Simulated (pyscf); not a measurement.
H₃C–ZnH (SMILES [CH3][ZnH]) + H₂ (SMILES [H][H]) → CH₄ (SMILES C) + ZnH₂ (SMILES [ZnH2]), a four-centre exchange (singlet surface; C–Zn, H–H broken, C–H, H–Zn formed). Optimised with ωB97X-D3(BJ)/def2-SVP in PySCF. Energies in kcal/mol from the separated reactants.

AM1 to PM7: differences of heats of formation from MOPAC, which are fitted to 298 K values and so differ in kind from electronic energies by zero-point and thermal terms. 

Task: In single points PM7 puts the saddle at 53.0 kcal/mol and the reaction energy at +15.9 kcal/mol. Should these be trusted to within a few kcal/mol? Compare with ωB97M-D3(BJ)/def2-TZVP.

Result: ωB97M-D3(BJ)/def2-TZVP gives ΔE‡ = 40.8 kcal/mol and ΔE = -10.4 kcal/mol. PM7 lies 12.2 kcal/mol over it in the barrier and 26.3 kcal/mol over it in the reaction energy, so on this step it does not hold to within 3.0 kcal/mol. ωB97M-D3(BJ)/def2-TZVP has limits of its own. At the saddle there is also a short H–Zn contact that neither side keeps. One saddle was located; it need not be the lowest between these sides. In the def2 sets elements up to Kr have no core potential.
